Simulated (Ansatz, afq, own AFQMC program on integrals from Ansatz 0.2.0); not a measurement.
Two steps: Ansatz 0.2.0 writes the Fock matrix and Cholesky factors of the valence space, and afq projects on them the lowest state that overlaps trial and start.

```yaml
crystal:
  periodic: [false, false, false]
  atoms:
    - {symbol: B, position_ang: [0.000000, -1.370482, 0.096984]}
    - {symbol: Ge, position_ang: [0.000000, 0.130907, 1.251342]}
    - {symbol: Ga, position_ang: [0.000000, 0.065420, -1.279968]}
    - {symbol: H, position_ang: [0.000000, 0.739999, -2.681488]}
basis:
  gaussian: {orbitals: cc-pVDZ}
magnetization: {spin_polarized: true, initial_magnetization: 1}
correlation: {method: ccsd_t, electrons: outside_noble_gas, hamiltonian_folder: ham}
```

```sh
$ ansatz run in.yaml --threads 1 --pin off --events-out ev --progress --plain --max-ram 1382MiB
```

Options of the walk:

```
--method phaseless --trial hf --walkers 120 --populations 1 --least-time 40 --time-step 0.005 --steps-per-block 20 --equilibration-blocks 112 --max-blocks 600 --target-error 0.0012000 --factor-cut 1e-05 --start spin_pure --seed 5604 --taylor-order 6
```

Times are imaginary, in 1/Eh. The walk had a cap of 2099 s. Filled inner d shells are frozen with the cores.

afq prints:

```
orbitals 44  electrons 6 5  factors 381 of 828
reference energy -4023.70064622 Eh
CCSD correlation -0.23788452 Eh in 16 cycles, weight of the determinant in the CISD state 0.7622
energy of the start -4023.705936 Eh
 block  time / (1/Eh)  mean weight  energy / Eh
     1     0.100  1.0000  -4023.740171
     2     0.200  1.0006  -4023.766235
     3     0.300  1.0021  -4023.789804
     4     0.400  1.0004  -4023.804619
     5     0.500  1.0011  -4023.820546
    10     1.000  1.0002  -4023.853266
    86     8.600  1.0017  -4023.939914
   171    17.100  0.9992  -4023.955098
   239    23.900  1.0013  -4024.002506
   256    25.600  1.0005  -4023.969902
   341    34.100  1.0009  -4023.941274
   426    42.600  1.0004  -4023.939055
   511    51.100  0.9994  -4023.978139
   596    59.600  1.0010  -4023.917467
   681    68.100  0.9994  -4023.938600
   698    69.800  1.0009  -4023.933180
blocks merged  error / Eh  count
     1  0.000752  600
     2  0.001013  300
     4  0.001362  150
     8  0.001791  75
    16  0.002131  37
    32  0.002821  18
    64  0.003044  9
energy -4023.952788 +/- 0.002821 Eh
(rows thinned)
```

The run failed at least one of its tests; the cautions name the faults.

Against this walk (error 76.8 meV) on the same determinant: CCSD(T) 53.2 meV lower (within the noise), CCSDT(Q) 166.3 meV lower, a separate phaseless walk with a CISD trial and standard settings 113.6 ± 81.9 meV lower (within the noise). The error is statistical and leaves out the bias of the constraint. The determinant has ⟨S²⟩ = 1.04, so the low cluster orders mix in higher spin (the high orders can go on to a lower state of that spin), while the walk starts as a pure doublet. None of these is a sure reference here.

Cautions: constraint bias not in the error; error not settled; error above the target (76.8 against 32.7 meV); no relativity below Rb; no spin-orbit coupling; inner d shell frozen; higher spins were not checked; strong correlation (T1 0.062, weight of the determinant 0.76, largest double 0.08); (T) is large, 7 % of the CCSD correlation; unrestricted determinant spin contaminated (⟨S²⟩ 1.04 against 0.75); the bias of populations of 120 walkers isn't removed.

The walk took 2.8 min on 1 thread of AMD EPYC 9R45 96-Core Processor (Zen 5), on a shared host. The log's last line is the phaseless energy.

CCSDT and higher add their correlation energy to the determinant of the CCSD(T) run, since their own runs factorise the integrals more tightly (a shift of under 2 meV). A walk keeps the symmetry of its determinant, which the program's search chose and which needn't be the lowest solution, so a lower state of the same spin and another symmetry isn't excluded.
